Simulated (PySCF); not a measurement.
Compound: F₄HP.
Geometry (PBE0-D3(BJ)/def2-SVP, Å), atoms numbered from 1 in this order:
```xyz
6
F4HP angstrom
F      1.4557    0.5169   -0.2322
P     -0.0331   -0.0194   -0.0012
F     -0.5992    1.3871   -0.4706
F      0.3077   -0.2538    1.5321
F      0.2323   -1.1612   -1.0733
H     -1.3386   -0.4987    0.2006
```

All values: PBE0/pcSseg-1 and PBE0/def2-SVPD (PySCF, non-relativistic), on one gas-phase PBE0-D3(BJ)/def2-SVP geometry that isn't relaxed in the solvent. The solvent is an IEF-PCM continuum (van der Waals radii × 1.2). Specific hydrogen bonds and non-electrostatic terms are outside this model.

Gas phase at PBE0/pcSseg-1: HOMO -10.81 eV, LUMO 0.50 eV, dipole 1.62 D.

Q: What does the continuum do to the energy, the frontier levels and the dipole at PBE0/pcSseg-1 in benzene and acetonitrile?

A: 
```
     solvent      ε  E(solvent) − E(gas) (kcal/mol)  polarisation term (kcal/mol)  distortion of the solute (kcal/mol)  HOMO (eV)  LUMO (eV)  dipole (D)
     benzene  2.271                           -1.50                         -1.57                                 0.07     -10.61       0.70        1.77
acetonitrile  35.69                           -3.42                         -3.77                                 0.35     -10.38       0.90        1.96
```

The polarisation term is half the interaction of the solute with the surface charges that it induces; the rest is the cost of distorting the solute's density. The sum is the electrostatic part of solvation alone. From benzene to acetonitrile the lowering changes by a factor 2.28, Onsager's factor (ε − 1)/(2ε + 1) by 2.09 and ε itself by 15.7.

Q: Which radius a makes the point-dipole formula ΔE = −[(ε − 1)/(2ε + 1)]·μ²/a³ give the value in acetonitrile, with the gas-phase dipole?

A: μ = 0.637 au and |ΔE| = 0.00545 Eh give a = 1.74 Å; the farthest nucleus lies 1.59 Å from the centroid of the nuclei. The formula assumes a rigid point dipole at the centre of a sphere.

Q: Give the dipole vector in the frame of the coordinates (D, pointing from negative to positive charge), gas and acetonitrile.

A: Gas (-1.50, -0.55, 0.24), solvent (-1.82, -0.67, 0.29). Its length changes by +21 % and its direction by less than 1°.

Q: Which Hirshfeld charges (PBE0/pcSseg-1) respond most in acetonitrile (means over atoms taken as equivalent)?

A: 
```
   atoms                     environment  gas (e)  solvent (e)  change
      H6                    P–H hydrogen   -0.013       +0.003  +0.016
      F1       phosphorus-bound fluorine   -0.174       -0.185  -0.011
      P2  phosphorus bonded to 4 F and H   +0.570       +0.581  +0.011
F3/F4/F5       phosphorus-bound fluorine   -0.128       -0.133  -0.005
```

Gas phase at PBE0/def2-SVPD: HOMO -10.90 eV, LUMO 0.19 eV, dipole 1.55 D.

Q: What does the continuum do to the energy, the frontier levels and the dipole at PBE0/def2-SVPD in acetonitrile?

A: 
```
     solvent      ε  E(solvent) − E(gas) (kcal/mol)  polarisation term (kcal/mol)  distortion of the solute (kcal/mol)  HOMO (eV)  LUMO (eV)  dipole (D)
acetonitrile  35.69                           -3.00                         -3.42                                 0.42     -10.49       0.40        1.96
```

The atom shares or the degeneracy of the HOMO differ from the gas phase in acetonitrile, so that column needn't follow one orbital. The atom shares or the degeneracy of the LUMO differ from the gas phase in acetonitrile, so that column needn't follow one orbital.

Q: How does the static polarisability (PBE0/def2-SVPD, frozen core, with the continuum's full static response) change?

A: 
```json
{"medium": "gas", "isotropic (au)": "27.2", "principal values (au)": "27.1, 27.2, 27.4", "⟨r²⟩ of the electrons (bohr²)": "395.8"}
{"medium": "acetonitrile", "isotropic (au)": "32.9", "principal values (au)": "32.7, 32.8, 33.3", "⟨r²⟩ of the electrons (bohr²)": "396.0"}
```

The isotropic value in acetonitrile is 1.21 times the gas-phase one; no cavity-field correction is applied. ⟨r²⟩ is taken about the centre of nuclear charge.

On one thread of an Arm Neoverse V1, shared host, this took 4.4 s wall and 0.46 GiB of memory at its peak. This is the whole shielding run at PBE0/pcSseg-1 in acetonitrile, SCF included.
